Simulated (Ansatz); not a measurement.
**AlH₄SN (SMILES [NH2][AlH][SH]): energies and forces away from the minimum**

How good are functionals off equilibrium? 2 randomly displaced structures are computed with CCSD(T) and cheaper methods.

The runs use Ansatz 0.2.0, Gaussian basis; single points with forces in def2-TZVPP.

Levels: PBE-D4, r2SCAN-D4, PBE0-D4, wB97M-V, Hartree-Fock, MP2, CCSD, CCSD(T). Each coordinate is moved by a Gaussian draw of the width named (0.7 of it for atoms other than hydrogen): 0.12, 0.02 Å.

Correlated methods freeze the cores.

### Step 1. Where the work starts

The minimum, relaxed at PBE0-D4: SMILES `[NH2][AlH][SH]`, 7 atoms, charge 0, spin multiplicity 1.

Atoms are counted from 1 here; the program's logs count them from 0.

Bond lengths: N1–Al2 1.762 Å, N1–H4 1.007 Å, N1–H5 1.007 Å, Al2–S3 2.188 Å, Al2–H6 1.577 Å, S3–H7 1.344 Å. Angles: Al2–N1–H4 125.7°, Al2–N1–H5 124.0°, H4–N1–H5 110.4°, N1–Al2–S3 117.6°, N1–Al2–H6 120.9°, S3–Al2–H6 121.5°, Al2–S3–H7 92.4°.

Coordinates:

```mol
AlH4NS
  3D, bonds by distance, orders not assigned

  7  6  0  0  0  0  0  0  0  0999 V2000
   -1.2388    0.2735   -0.6844 N   0  0
    0.2202    0.2200    0.3017 Al  0  0
    1.5545   -1.4946    0.0438 S   0  0
   -1.5166   -0.4189   -1.3604 H   0  0
   -1.9176    1.0162   -0.6447 H   0  0
    0.5446    1.3707    1.3305 H   0  0
    2.4149   -1.0350    0.9678 H   0  0
  1  2  8  0
  1  4  8  0
  1  5  8  0
  2  3  8  0
  2  6  8  0
  3  7  8  0
M  END
```

Energies of the minimum (eV), from earlier single points: PBE-D4 -18980.69326, r2SCAN-D4 -18988.68556, PBE0-D4 -18982.35298, B3LYP-D4 -18992.42685, wB97M-V -18989.19369, CCSD(T) -18963.33632.

### Step 2. Structure 1, width 0.12 Å

ccsdt-tzvpp/in.yaml

```yaml
crystal:
  periodic: [false, false, false]
  atoms:
    - {symbol: N, position_ang: [-1.289354, 0.271541, -0.705497]}
    - {symbol: Al, position_ang: [0.214062, 0.122770, 0.285880]}
    - {symbol: S, position_ang: [1.484326, -1.534652, 0.021961]}
    - {symbol: H, position_ang: [-1.359621, -0.567034, -1.368055]}
    - {symbol: H, position_ang: [-2.016441, 0.907928, -0.731614]}
    - {symbol: H, position_ang: [0.486517, 1.426126, 1.383478]}
    - {symbol: H, position_ang: [2.311546, -0.994746, 1.058421]}
basis:
  gaussian: {orbitals: def2-TZVPP}
correlation: {method: ccsd_t}
output: {forces: true}
```

No record of the launch command was kept for these runs.

Standard output (excerpt; [...] marks lines left out):

```text
Functional definition: HF
  name "HF"
  cite "Fock, Z. Phys. 61, 126 (1930) doi:10.1007/BF01340294"
  parent pbe
[...]
986 factors; integrals over basis functions are off by at most 1.0e-3 eV
[...]
mean field -18948.25749294 eV, -696.3356192752 hartree, gradient 2.0e-6 eV, S^2 0.000000; 0 other end points of the search recorded, 0 dependent functions left out
11 core orbitals not correlated: weight in the atoms' cores, before any rotation towards them, 1.000 or more for the frozen orbitals, at most 0.000 for the correlated occupied ones
reference -18948.25749294 eV, -696.3356192752 hartree; 9, 9 occupied and 151, 151 virtual orbitals, 986 factors
second order -12.99605241 eV of doubles, -0.00000000 eV of singles
cycle   1  -13.57204981 eV  change   -5.8e-1 eV  update   7.8e-2
[...]
cycle  10  -13.97899674 eV  change    6.1e-6 eV  update   7.0e-6
perturbative correction -0.56485099 eV, -0.0207578910 hartree
[...]
working
Total energy: -18962.80134067 eV, -696.8700958210 hartree
Atom 0 at    -1.289354     0.271541    -0.705497 Å, force     2.883606    -3.692478    -0.678191 eV/Å
Atom 1 at     0.214062     0.122770     0.285880 Å, force    -1.612186     2.887775     0.829508 eV/Å
Atom 2 at     1.484326    -1.534652     0.021961 Å, force     1.902544    -0.341717     1.214757 eV/Å
Atom 3 at    -1.359621    -0.567034    -1.368055 Å, force    -0.550646     2.043313     1.120043 eV/Å
Atom 4 at    -2.016441     0.907928    -0.731614 Å, force    -1.551787     1.113736    -0.250610 eV/Å
Atom 5 at     0.486517     1.426126     1.383478 Å, force    -0.065080    -1.247510    -0.882031 eV/Å
Atom 6 at     2.311546    -0.994746     1.058421 Å, force    -1.006451    -0.763119    -1.353476 eV/Å
Dipole moment:    -0.093507    -0.020260    -0.057156 e Å
```

It took 2.1 min on 2 threads, shared host; peak memory 2.4 GiB.

The other levels were run on the same coordinates; their logs were not kept, and their results stand in the tables.

```tsv
method	RMS force component (eV/Å)	RMS error against CCSD(T) (eV/Å)	angle to CCSD(T) forces (°)	dipole (D)
PBE-D4	1.550	0.153	5.1	0.60
r2SCAN-D4	1.590	0.053	1.7	0.56
PBE0-D4	1.603	0.069	2.4	0.50
wB97M-V	1.613	0.054	1.9	0.54
CCSD(T)	1.610	reference	reference	0.54
```

### Step 3. Structure 2, width 0.02 Å

ccsdt-tzvpp/in.yaml

```yaml
crystal:
  periodic: [false, false, false]
  atoms:
    - {symbol: N, position_ang: [-1.241616, 0.270589, -0.696965]}
    - {symbol: Al, position_ang: [0.213311, 0.239764, 0.298042]}
    - {symbol: S, position_ang: [1.519981, -1.503258, 0.055583]}
    - {symbol: H, position_ang: [-1.510629, -0.473314, -1.356090]}
    - {symbol: H, position_ang: [-1.945448, 1.031651, -0.630326]}
    - {symbol: H, position_ang: [0.539486, 1.354804, 1.342500]}
    - {symbol: H, position_ang: [2.418462, -1.024154, 0.968427]}
basis:
  gaussian: {orbitals: def2-TZVPP}
correlation: {method: ccsd_t}
output: {forces: true}
```

Standard output (excerpt; [...] marks lines left out):

```text
[... 4 set-up lines as earlier in the session ...]
[...]
989 factors; integrals over basis functions are off by at most 1.3e-3 eV
[...]
mean field -18948.80206378 eV, -696.3556318846 hartree, gradient 2.0e-6 eV, S^2 0.000000; 0 other end points of the search recorded, 0 dependent functions left out
11 core orbitals not correlated: weight in the atoms' cores, before any rotation towards them, 1.000 or more for the frozen orbitals, at most 0.000 for the correlated occupied ones
reference -18948.80206378 eV, -696.3556318846 hartree; 9, 9 occupied and 151, 151 virtual orbitals, 989 factors
second order -12.95042843 eV of doubles, -0.00000000 eV of singles
cycle   1  -13.53330721 eV  change   -5.8e-1 eV  update   7.6e-2
[...]
cycle  10  -13.92578776 eV  change    5.6e-6 eV  update   5.5e-6
perturbative correction -0.55403248 eV, -0.0203603183 hartree
[...]
working
Total energy: -18963.28188402 eV, -696.8877554638 hartree
Atom 0 at    -1.241616     0.270589    -0.696965 Å, force    -0.938243     0.326512    -0.354035 eV/Å
Atom 1 at     0.213311     0.239764     0.298042 Å, force     0.065534    -0.181655     0.039214 eV/Å
Atom 2 at     1.519981    -1.503258     0.055583 Å, force     0.519140     0.180078     0.424065 eV/Å
Atom 3 at    -1.510629    -0.473314    -1.356090 Å, force     0.038803     0.867960     0.567168 eV/Å
Atom 4 at    -1.945448     1.031651    -0.630326 Å, force     0.737095    -1.109765    -0.294824 eV/Å
Atom 5 at     0.539486     1.354804     1.342500 Å, force     0.010885     0.156694     0.056565 eV/Å
Atom 6 at     2.418462    -1.024154     0.968427 Å, force    -0.433215    -0.239824    -0.438152 eV/Å
Dipole moment:    -0.221873     0.201213    -0.027647 e Å
```

It took 2.1 min on 2 threads, shared host; peak memory 2.4 GiB.

```tsv
method	RMS force component (eV/Å)	RMS error against CCSD(T) (eV/Å)	angle to CCSD(T) forces (°)	dipole (D)
PBE-D4	0.368	0.155	12.9	1.42
r2SCAN-D4	0.467	0.053	5.8	1.45
PBE0-D4	0.491	0.062	7.2	1.45
wB97M-V	0.493	0.043	5.0	1.47
CCSD(T)	0.490	reference	reference	1.44
```

### Step 4. All structures together

Energy above the minimum (kJ/mol):

```tsv
structure	width (Å)	PBE-D4	r2SCAN-D4	PBE0-D4	wB97M-V	Hartree-Fock	MP2	CCSD	CCSD(T)
1	0.12	44.6	50.1	50.4	52.6	62.2	53.9	53.4	51.6
2	0.02	2.8	5.1	5.4	5.3	9.6	5.7	5.9	5.3
```

Miss and cost, level by level (times from a shared host):

```tsv
method	mean energy error from CCSD(T) (kJ/mol)	mean time a point
PBE-D4	4.7	2.3 s
r2SCAN-D4	0.8	4.1 s
PBE0-D4	0.7	2.8 s
wB97M-V	0.5	8.8 s
Hartree-Fock	7.5	part of the CCSD(T) run
MP2	1.4	part of the CCSD(T) run
CCSD	1.2	part of the CCSD(T) run
CCSD(T)	0	2.1 min
```

The best functional, wB97M-V, misses by 0.5 kJ/mol and takes 8.8 s a point, against 2.1 min for CCSD(T).

### Step 5. What came out

```
                         quantity                                                                                            value
energy above the minimum, CCSD(T)                                                                                 51.6, 5.3 kJ/mol
                mean energy error  PBE-D4 4.7, r2SCAN-D4 0.8, PBE0-D4 0.7, wB97M-V 0.5, Hartree-Fock 7.5, MP2 1.4, CCSD 1.2 kJ/mol
             mean RMS force error                                 PBE-D4 0.154, r2SCAN-D4 0.053, PBE0-D4 0.065, wB97M-V 0.048 eV/Å
            largest T1 diagnostic                                                                                            0.011
```

In words: In energy wB97M-V is nearest to CCSD(T) and Hartree-Fock farthest. For forces wB97M-V is best, off by 5 % of the typical force, and PBE-D4 worst (15 %).
